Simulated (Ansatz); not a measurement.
# C3H7ClO: a ladder of functionals and wavefunction methods

How much do the methods differ for C3H7ClO? The plan is to run it at one geometry with functionals of several rungs and with coupled cluster, and see how far each lands from CCSD(T) at the basis-set limit for the atomisation energy.

Method: functionals in def2-TZVPP, the program's frozen cores in correlated methods; program: Ansatz 0.2.0, Gaussian basis.

Plan: PBE-D4, r2SCAN-D4, PBE0-D4, B3LYP-D4, ωB97X-V, ωB97M-V, B2PLYP; CCSD(T)/def2-TZVPP; MP2/def2-QZVPP; extrapolation to the limit.

### Step 1. The geometry

All runs share one geometry, relaxed beforehand with PBE0-D4 in a triple-zeta def2 set.

12 atoms, charge 0, spin multiplicity 1.

Atoms are counted from 1 here; the program's logs count them from 0.

Bond lengths: C1–O2 1.404 Å, C1–H6 1.098 Å, C1–H7 1.097 Å, C1–H8 1.090 Å, O2–C3 1.403 Å, C3–C4 1.517 Å, C3–H9 1.098 Å, C3–H10 1.092 Å, C4–Cl5 1.780 Å, C4–H11 1.089 Å, C4–H12 1.089 Å. Angles: O2–C1–H6 111.2°, O2–C1–H7 112.6°, O2–C1–H8 107.2°, H6–C1–H7 108.5°, H6–C1–H8 108.9°, H7–C1–H8 108.4°, C1–O2–C3 114.0°, O2–C3–C4 111.4°, O2–C3–H9 111.2°, O2–C3–H10 107.1°, C4–C3–H9 109.8°, C4–C3–H10 109.2°, H9–C3–H10 107.9°, C3–C4–Cl5 109.9°, C3–C4–H11 110.7°, C3–C4–H12 112.1°, Cl5–C4–H11 107.7°, Cl5–C4–H12 107.0° and more.

Coordinates:

```
atom    x (Å)    y (Å)    z (Å)
  C1  -1.7007   0.2082   0.1113
  O2  -0.7989  -0.8672   0.0619
  C3   0.4341  -0.5527  -0.5287
  C4   1.3702   0.1131   0.4627
 Cl5   2.9317   0.4580  -0.3181
  H6  -1.8913   0.6126  -0.8917
  H7  -1.3489   1.0246   0.7545
  H8  -2.6354  -0.1743   0.5213
  H9   0.3008   0.0937  -1.4068
 H10   0.8771  -1.4919  -0.8672
 H11   1.5614  -0.5420   1.3114
 H12   0.9771   1.0627   0.8233
```

### Step 2. PBE-D4 (GGA)

Contents of in.yaml:

```yaml
crystal:
  periodic: [false, false, false]
  atoms:
    - {symbol: C, position_ang: [-1.700674, 0.208170, 0.111327]}
    - {symbol: O, position_ang: [-0.798943, -0.867236, 0.061907]}
    - {symbol: C, position_ang: [0.434081, -0.552710, -0.528727]}
    - {symbol: C, position_ang: [1.370207, 0.113076, 0.462654]}
    - {symbol: Cl, position_ang: [2.931712, 0.458001, -0.318116]}
    - {symbol: H, position_ang: [-1.891334, 0.612589, -0.891657]}
    - {symbol: H, position_ang: [-1.348881, 1.024595, 0.754532]}
    - {symbol: H, position_ang: [-2.635381, -0.174295, 0.521264]}
    - {symbol: H, position_ang: [0.300833, 0.093724, -1.406782]}
    - {symbol: H, position_ang: [0.877070, -1.491890, -0.867190]}
    - {symbol: H, position_ang: [1.561416, -0.541976, 1.311367]}
    - {symbol: H, position_ang: [0.977094, 1.062652, 0.823321]}
basis:
  gaussian: {orbitals: def2-TZVPP}
hamiltonian: {xc: pbe, dispersion: d4}
output: {forces: true, orbitals: {seedname: orbitals}}
```

Launch:

```bash
ansatz run in.yaml --threads 4 --pin off --events-out ev --progress --plain --max-ram 10444MiB
```

The runs that follow: r2SCAN-D4 (meta-GGA); PBE0-D4 (hybrid); B3LYP-D4 (hybrid); ωB97X-V (range-separated); ωB97M-V (range-separated); B2PLYP (double hybrid); CCSD(T) in def2-TZVPP; MP2 in def2-QZVPP.

Before running them: what should the planned runs give, taken together? Wanted: atomisation energy, CCSD(T)/CBS; farthest; mean size of error, hybrid; mean size of error, range-separated; gap, smallest and largest; T1 diagnostic; triples share of the correlation energy.

**Answer**, as computed:

```
                               quantity                                  value
        atomisation energy, CCSD(T)/CBS                          4490.1 kJ/mol
 functionals within 22.5 kJ/mol (0.5 %)  r2SCAN-D4, B3LYP-D4, ωB97X-V, ωB97M-V
                               farthest                 PBE-D4 (+102.5 kJ/mol)
             mean size of error, hybrid                            15.5 kJ/mol
    mean size of error, range-separated                             9.7 kJ/mol
              gap, smallest and largest   5.75 eV (PBE-D4), 12.96 eV (ωB97X-V)
                          T1 diagnostic                                 0.0097
triples share of the correlation energy                                  3.8 %
```

In words: PBE-D4 is off by +102.5 kJ/mol. Double hybrids carry the basis error of their MP2 part in triple zeta, and no dispersion term here, so their miss is partly the set-up's. Misses under about 22.5 kJ/mol are within the doubt on the reference itself, which lacks core-valence correlation, relativity and higher excitations. Hartree-Fock recovers 73 % of the binding; the rest is correlation. Orbital gaps span 5.8 to 13.0 eV; exact exchange widens them.
